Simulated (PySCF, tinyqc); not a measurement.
Worked calculation: RHF in the sto-3g basis, for CH2, spin multiplicity 1. This run ends on a higher stationary point, not on the lowest solution. The lowest restricted solution is unstable here: a spin-polarised one lies 0.0181 hartree lower (PySCF). One step of it, computed by the program tinyqc.

Question. Orthogonalisation. S = U s U^T; symmetric (Loewdin) form X = U s^(-1/2) U^T, so that X^T S X = 1.

overlap S, lower triangle:
```
           1C 1s     1C 2s    1C 2px     1C 2py    1C 2pz     2H 1s     3H 1s
1C 1s   1.000000
1C 2s   0.248362  1.000000
1C 2px  0.000000  0.000000  1.000000
1C 2py  0.000000  0.000000  0.000000   1.000000
1C 2pz  0.000000  0.000000  0.000000   0.000000  1.000000
2H 1s   0.031383  0.334787  0.000000   0.281222  0.216089  1.000000
3H 1s   0.031383  0.334787  0.000000  -0.281222  0.216089  0.084787  1.000000
```

Give: eigenvalues of S; X.

Answer.

eigenvalues of S: 0.4468  0.5576  0.8643  1.0000  1.1168  1.3576  1.6569

X, lower triangle:
```
          1C 1s    1C 2s  1C 2px   1C 2py   1C 2pz    2H 1s   3H 1s
1C 1s    1.0260
1C 2s   -0.1421   1.1312
1C 2px   0.0000   0.0000  1.0000
1C 2py   0.0000   0.0000  0.0000   1.0732
1C 2pz  -0.0080   0.0672  0.0000   0.0000   1.0422
2H 1s    0.0202  -0.2004  0.0000  -0.1691  -0.1264   1.1098
3H 1s    0.0202  -0.2004  0.0000   0.1691  -0.1264  -0.0143  1.1098
```
